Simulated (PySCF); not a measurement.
# GaH⁻, quartet along the distance Ga1-H2

Starting geometry (PBE0/def2-TZVPD stationary point for this spin):

| atom | x (Å) | y (Å) | z (Å) |
| --- | --- | --- | --- |
| Ga | 0.0000 | 0.0000 | 0.0000 |
| H | 0.0000 | 0.0000 | 1.6026 |

From there H2 moves along the line of the two atoms named below, all else staying in place; atoms are numbered as listed. Energies are in eV, counted from the starting geometry at the same level.

Basis aug-cc-pVDZ; PySCF 2.14.0. Correlated methods freeze the noble-gas cores and the filled d shells of p-block atoms. R marks a restricted (for open shells ROHF) determinant, U an unrestricted one. No spin–orbit coupling is included, and no scalar relativity.

Full CI is exact within this basis and frozen core; it isn't the basis-set limit. The frozen core follows each run's orbitals, which can shift R against U totals by a few meV for light atoms and by up to 0.1 eV past Ca.

```tsv
distance Ga1-H2 (Å)	UMP2
1.305	0.853
1.454	0.166
1.603	0.000
1.731	0.079
1.959	0.435
2.263	0.863
2.568	1.020
2.913	1.080
3.510	1.120
4.250	1.141
5.414	1.152
```

Question: Estimate the full CI curve in aug-cc-pVDZ from this one, knowing how UMP2 errs.

Answer: The computed full CI values, in eV from the starting point, and the error of UMP2 against them:
```json
{"distance Ga1-H2 (Å)": "1.305", "full CI": "0.912", "UMP2 less full CI": "-0.060"}
{"distance Ga1-H2 (Å)": "1.454", "full CI": "0.200", "UMP2 less full CI": "-0.034"}
{"distance Ga1-H2 (Å)": "1.603", "full CI": "0.000", "UMP2 less full CI": "0.000"}
{"distance Ga1-H2 (Å)": "1.731", "full CI": "0.042", "UMP2 less full CI": "0.037"}
{"distance Ga1-H2 (Å)": "1.959", "full CI": "0.316", "UMP2 less full CI": "0.119"}
{"distance Ga1-H2 (Å)": "2.263", "full CI": "0.704", "UMP2 less full CI": "0.159"}
{"distance Ga1-H2 (Å)": "2.568", "full CI": "0.934", "UMP2 less full CI": "0.086"}
{"distance Ga1-H2 (Å)": "2.913", "full CI": "1.046", "UMP2 less full CI": "0.033"}
{"distance Ga1-H2 (Å)": "3.510", "full CI": "1.112", "UMP2 less full CI": "0.007"}
{"distance Ga1-H2 (Å)": "4.250", "full CI": "1.140", "UMP2 less full CI": "0.000"}
{"distance Ga1-H2 (Å)": "5.414", "full CI": "1.154", "UMP2 less full CI": "-0.002"}
```

The error spans 0.219 eV and is largest, 0.159 eV, at 2.263 Å.
